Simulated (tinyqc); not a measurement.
UKS/LDA (VWN5) in the sto-6g basis, for H2O+, spin multiplicity 2, step by step. One step of it, computed by the program tinyqc.

Task: Iteration 2: diagonalisation and new density. Diagonalise F' = X^T F X, C = X C', fill 5 alpha and 4 beta electrons from the bottom; D(s) = C_occ C_occ^T. Each column has its largest component positive (the first on a tie).

F(alpha) (hartree):
```
             1O 1s      1O 2s     1O 2px     1O 2py     1O 2pz      2H 1s      3H 1s
1O 1s   -18.234895  -4.525703   0.000000   0.000000   0.001931  -0.686884  -0.686884
1O 2s    -4.525703  -1.899948   0.000000   0.000000  -0.102769  -0.609246  -0.609246
1O 2px    0.000000   0.000000  -0.129645   0.000000   0.000000   0.000000   0.000000
1O 2py    0.000000   0.000000   0.000000  -0.215023   0.000000  -0.238848   0.238848
1O 2pz    0.001931  -0.102769   0.000000   0.000000  -0.287479  -0.267851  -0.267851
2H 1s    -0.686884  -0.609246   0.000000  -0.238848  -0.267851  -0.628751  -0.252982
3H 1s    -0.686884  -0.609246   0.000000   0.238848  -0.267851  -0.252982  -0.628751
```

F(beta) (hartree):
```
             1O 1s      1O 2s     1O 2px     1O 2py     1O 2pz      2H 1s      3H 1s
1O 1s   -18.215752  -4.513673   0.000000   0.000000  -0.002442  -0.685319  -0.685319
1O 2s    -4.513673  -1.839129   0.000000   0.000000  -0.135692  -0.597638  -0.597638
1O 2px    0.000000   0.000000  -0.094404   0.000000   0.000000   0.000000   0.000000
1O 2py    0.000000   0.000000   0.000000  -0.179893   0.000000  -0.235175   0.235175
1O 2pz   -0.002442  -0.135692   0.000000   0.000000  -0.175555  -0.263539  -0.263539
2H 1s    -0.685319  -0.597638   0.000000  -0.235175  -0.263539  -0.619808  -0.249027
3H 1s    -0.685319  -0.597638   0.000000   0.235175  -0.263539  -0.249027  -0.619808
```

X:
```
                1          2          3         4          5          6         7
1O 1s   -0.347671   0.000000   0.724650  0.000000   0.621685   0.000000  0.173001
1O 2s    0.987933   0.000000  -0.318200  0.000000   0.339482   0.000000  0.432795
1O 2px   0.000000   0.000000   0.000000  1.000000   0.000000   0.000000  0.000000
1O 2py   0.000000   0.799397   0.000000  0.000000   0.000000   0.718520  0.000000
1O 2pz   0.511630   0.000000   0.665553  0.000000  -0.595945   0.000000  0.231481
2H 1s   -0.622131  -0.758279  -0.181460  0.000000  -0.149212   0.378741  0.390479
3H 1s   -0.622131   0.758279  -0.181460  0.000000  -0.149212  -0.378741  0.390479
```

Give: F' = X^T F X; orbital energies; coefficients C; F' = X^T F X; orbital energies; coefficients C; D(alpha) after iteration 2; D(beta) after iteration 2.

Result:

F' = X^T F X (alpha) (hartree):
```
         1       2        3        4        5        6        7
1  -0.5674  0.0000   1.8846   0.0000   1.7656   0.0000   0.7025
2   0.0000  0.0096   0.0000   0.0000   0.0000   0.2080   0.0000
3   1.8846  0.0000  -7.4708   0.0000  -7.8882   0.0000  -3.3507
4   0.0000  0.0000   0.0000  -0.1296   0.0000   0.0000   0.0000
5   1.7656  0.0000  -7.8882   0.0000  -8.9951   0.0000  -3.8006
6   0.0000  0.2080   0.0000   0.0000   0.0000  -0.4788   0.0000
7   0.7025  0.0000  -3.3507   0.0000  -3.8006   0.0000  -2.5784
```

orbital energies (alpha) (hartree): MO1 -18.2413, MO2 -0.9432, MO3 -0.5554, MO4 -0.4180, MO5 -0.1296, MO6 -0.0090, MO7 0.0862

coefficients C (alpha):
```
            MO1      MO2      MO3      MO4     MO5      MO6      MO7
1O 1s    0.9950  -0.1939   0.0000  -0.1637  0.0000  -0.0888   0.0000
1O 2s    0.0220   0.6906   0.0000   0.7858  0.0000   0.5337   0.0000
1O 2px   0.0000   0.0000   0.0000   0.0000  1.0000   0.0000   0.0000
1O 2py   0.0000   0.0000   0.3981   0.0000  0.0000   0.0000   0.9984
1O 2pz   0.0018   0.1635   0.0000  -0.5154  0.0000   0.9061   0.0000
2H 1s   -0.0043   0.2900   0.6174  -0.4202  0.0000  -0.5780  -0.5808
3H 1s   -0.0043   0.2900  -0.6174  -0.4202  0.0000  -0.5780   0.5808
```

F' = X^T F X (beta) (hartree):
```
         1       2        3        4        5        6        7
1  -0.5391  0.0000   1.8896   0.0000   1.7606   0.0000   0.7222
2   0.0000  0.0289   0.0000   0.0000   0.0000   0.2235   0.0000
3   1.8896  0.0000  -7.4002   0.0000  -7.9438   0.0000  -3.3484
4   0.0000  0.0000   0.0000  -0.0944   0.0000   0.0000   0.0000
5   1.7606  0.0000  -7.9438   0.0000  -8.9201   0.0000  -3.7970
6   0.0000  0.2235   0.0000   0.0000   0.0000  -0.4552   0.0000
7   0.7222  0.0000  -3.3484   0.0000  -3.7970   0.0000  -2.5518
```

orbital energies (beta) (hartree): MO1 -18.2219, MO2 -0.9099, MO3 -0.5426, MO4 -0.3400, MO5 -0.0944, MO6 0.0606, MO7 0.1163

coefficients C (beta):
```
            MO1      MO2      MO3      MO4     MO5      MO6      MO7
1O 1s    0.9952  -0.1864   0.0000  -0.1810  0.0000  -0.0675   0.0000
1O 2s    0.0214   0.6550   0.0000   0.8754  0.0000   0.4289   0.0000
1O 2px   0.0000   0.0000   0.0000   0.0000  1.0000   0.0000   0.0000
1O 2py   0.0000   0.0000   0.3780   0.0000  0.0000   0.0000   1.0062
1O 2pz   0.0020   0.1753   0.0000  -0.3859  0.0000   0.9663   0.0000
2H 1s   -0.0043   0.3110   0.6289  -0.4802  0.0000  -0.5170  -0.5683
3H 1s   -0.0043   0.3110  -0.6289  -0.4802  0.0000  -0.5170   0.5683
```

D(alpha) after iteration 2:
```
          1O 1s    1O 2s  1O 2px   1O 2py   1O 2pz    2H 1s    3H 1s
1O 1s    1.0545  -0.2407  0.0000   0.0000   0.0545   0.0082   0.0082
1O 2s   -0.2407   1.0949  0.0000   0.0000  -0.2921  -0.1301  -0.1301
1O 2px   0.0000   0.0000  1.0000   0.0000   0.0000   0.0000   0.0000
1O 2py   0.0000   0.0000  0.0000   0.1585   0.0000   0.2458  -0.2458
1O 2pz   0.0545  -0.2921  0.0000   0.0000   0.2924   0.2640   0.2640
2H 1s    0.0082  -0.1301  0.0000   0.2458   0.2640   0.6418  -0.1205
3H 1s    0.0082  -0.1301  0.0000  -0.2458   0.2640  -0.1205   0.6418
```

D(beta) after iteration 2:
```
          1O 1s    1O 2s  1O 2px   1O 2py   1O 2pz    2H 1s    3H 1s
1O 1s    1.0579  -0.2592  0.0000   0.0000   0.0392   0.0247   0.0247
1O 2s   -0.2592   1.1958  0.0000   0.0000  -0.2229  -0.2168  -0.2168
1O 2px   0.0000   0.0000  0.0000   0.0000   0.0000   0.0000   0.0000
1O 2py   0.0000   0.0000  0.0000   0.1429   0.0000   0.2377  -0.2377
1O 2pz   0.0392  -0.2229  0.0000   0.0000   0.1797   0.2399   0.2399
2H 1s    0.0247  -0.2168  0.0000   0.2377   0.2399   0.7229  -0.0681
3H 1s    0.0247  -0.2168  0.0000  -0.2377   0.2399  -0.0681   0.7229
```
